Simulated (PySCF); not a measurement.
# Frontier levels across methods

Anisole, C7H8O.
SMILES with atom numbers: `[CH3:1][O:2][c:3]1[cH:4][cH:5][cH:6][cH:7][cH:8]1` (hydrogens: H9, H10, H11 on C1; H12 on C4; H13 on C5; H14 on C6; H15 on C7; H16 on C8)

Structure used (PBE0-D3(BJ)/def2-SVP), in Å, numbered top down from 1:
```
atom  x, y, z in Å
C1    -2.417    0.377    0.061
O2    -1.346   -0.328   -0.495
C3    -0.094   -0.058   -0.071
C4     0.931   -0.802   -0.673
C5     2.253   -0.595   -0.302
C6     2.577    0.353    0.673
C7     1.558    1.089    1.268
C8     0.223    0.893    0.906
H9    -3.328    0.003   -0.422
H10   -2.499    0.211    1.150
H11   -2.336    1.463   -0.124
H12    0.657   -1.537   -1.431
H13    3.042   -1.182   -0.779
H14    3.617    0.514    0.963
H15    1.795    1.834    2.031
H16   -0.556    1.484    1.388
```

Basis pcSseg-1 throughout (PySCF), one geometry. The structure is a single PBE0-D3(BJ)/def2-SVP conformer in the gas phase; no vibrational or solvent corrections.

Task: How do the orbital energies, the gap and the dipole change with the method?

Result: 
```
 method                    kind  HOMO (eV)  LUMO (eV)  gap (eV)  μ (D)  SCF cycles
   BLYP                     GGA      -5.18      -0.90      4.28   1.41          15
  B97-D                     GGA      -5.30      -0.97      4.34   1.42          16
    PBE                     GGA      -5.36      -1.07      4.29   1.43          16
  B97-2           global hybrid      -6.18      -0.22      5.96   1.41          14
  B3LYP           global hybrid      -6.19      -0.36      5.83   1.40          14
   PBE0           global hybrid      -6.42      -0.19      6.23   1.42          14
wB97X-D  range-separated hybrid      -8.17       1.54      9.71   1.42          13
     HF            Hartree–Fock      -8.48       3.41     11.89   1.44          12
```

The HOMO spans 3.30 eV, from BLYP down to HF, and the gap runs from 4.28 eV (BLYP) to 11.89 eV (HF). Over the methods BLYP (0 %), B97-D (0 %), PBE (0 %), B97-2 (21 %), B3LYP (20 %), PBE0 (25 %), HF (100 %), a straight line through the gap against the share of exact exchange rises by 0.76 eV for each 10 % (correlation coefficient 1.000). The dipole ranges from 1.40 D (B3LYP) to 1.44 D (HF). This basis has no diffuse functions.

The vertical ΔSCF ionisation energy at CAM-B3LYP/def2-SVPD is 8.34 eV; −ε(HOMO) comes closest to it with HF (8.48 eV).
